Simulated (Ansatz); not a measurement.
# SiH4 (singlet): the correlation ladder at distance H1–H2 along a hydrogen transfer = 1.209 Å, 6-31G

How much of the correlation energy of SiH4 (singlet) does each wave-function method recover here?

Program: Ansatz 0.2.0, Gaussian basis. Level of theory: 6-31G, core rule «outside noble gas», up to 5 orbitals frozen. These are calculated values, not measurements.

The runs, in order: UHF; CCSD(T) on RHF; CCSD(T) on UHF; BCCD(T) on RHF; CISD; CCSDT(Q) on RHF; CCSDT(Q) on UHF; CISDTQ; CCSDTQ on RHF; CCSDTQ on UHF; CASSCF and MRCISD+Q, 2 electrons in 2 orbitals; CASSCF and NEVPT2, 2 electrons in 2 orbitals; CASSCF and MRCISD+Q, 8 electrons in 8 orbitals; CASSCF and NEVPT2, 8 electrons in 8 orbitals; Full CI.

8 further runs of the same task are left out: 6 that didn't finish, 2 set aside as unsound or not needed.

## 1. The system

The geometry derives from fragments relaxed apart (PBE0/def2-TZVP) and kept rigid, so it is no stationary point. A hydrogen atom is moved between rigid fragments.

5 atoms, charge 0, spin multiplicity 1.

Atoms are counted from 1 here; the program's logs count them from 0.

Bond lengths: H2–Si3 1.625 Å, Si3–H4 1.526 Å, Si3–H5 1.526 Å. Angles: H2–Si3–H4 113.7°, H2–Si3–H5 113.7°, H4–Si3–H5 91.2°.

## 2. UHF

in.yaml

```yaml
crystal:
  periodic: [false, false, false]
  atoms:
    - {symbol: H, position_ang: [-2.732487, 0.054876, 0.000000]}
    - {symbol: H, position_ang: [-1.523487, 0.054876, 0.000000]}
    - {symbol: Si, position_ang: [0.101513, 0.054876, 0.000000]}
    - {symbol: H, position_ang: [0.713693, -0.819409, 1.090012]}
    - {symbol: H, position_ang: [0.713693, -0.819409, -1.090012]}
basis:
  gaussian: {orbitals: 6-31G}
magnetization: {spin_polarized: true, initial_magnetization: 0}
hamiltonian: {xc: hf}
output: {orbitals: {seedname: orbitals}}
```

Started as:

```console
$ ansatz run in.yaml --threads 1 --pin off --events-out ev --progress --plain --max-ram 2393MiB
```

Further steps of the session: CCSD(T) on RHF; CCSD(T) on UHF; BCCD(T) on RHF; CISD; CCSDT(Q) on RHF; CCSDT(Q) on UHF; CISDTQ; CCSDTQ on RHF; CCSDTQ on UHF; CASSCF and MRCISD+Q, 2 electrons in 2 orbitals; CASSCF and NEVPT2, 2 electrons in 2 orbitals; CASSCF and MRCISD+Q, 8 electrons in 8 orbitals; CASSCF and NEVPT2, 8 electrons in 8 orbitals; Full CI.

Before running them: what should the planned runs give, taken together? Wanted: FCI below the RHF energy; RMP2 from FCI; UMP2 from FCI; RCCSD from FCI; RCCSD(T) from FCI; UCCSD(T) from FCI; RCCSDT(Q) from FCI; UCCSDT(Q) from FCI; NEVPT2 pair from FCI.

The runs gave:

| quantity | value |
| --- | --- |
| FCI below the RHF energy | -3.4177 eV |
| RMP2 from FCI | +1288.1 meV |
| UMP2 from FCI | +881.0 meV |
| RCCSD from FCI | +120.9 meV |
| RCCSD(T) from FCI | +31.8 meV |
| UCCSD(T) from FCI | +101.3 meV |
| RCCSDT(Q) from FCI | +0.8 meV |
| UCCSDT(Q) from FCI | -0.4 meV |
| NEVPT2 pair from FCI | +605.1 meV |
| MRCISD+Q pair from FCI | -11.2 meV |
| NEVPT2 valence from FCI | +178.9 meV |
| levels within 1 kcal/mol (43 meV) | RCCSD(T), BCCD(T), RCCSDT, UCCSDT, CISDTQ, RCCSDT(Q), UCCSDT(Q), RCCSDTQ, UCCSDTQ, MRCISD+Q pair, MRCISD valence, MRCISD+Q valence |
| T1 diagnostic | 0.033 |
| effectively unpaired electrons | 0.65 |

RCCSD(T) lands +31.8 meV from the yardstick (0.9 % of the correlation energy). CCSD(T) misses by +31.8 meV on the restricted determinant and by +101.3 meV on the unrestricted one; the two need not hold the same state or core. MRCISD+Q pair falls below full CI: the +Q correction isn't variational, and the cores differ from full CI's. The occupations show some static correlation. Of the multireference levels listed MRCISD+Q pair comes nearest in total energy (-11.2 meV), which doesn't show that its space is the better one. These misses are within one basis, not against nature.
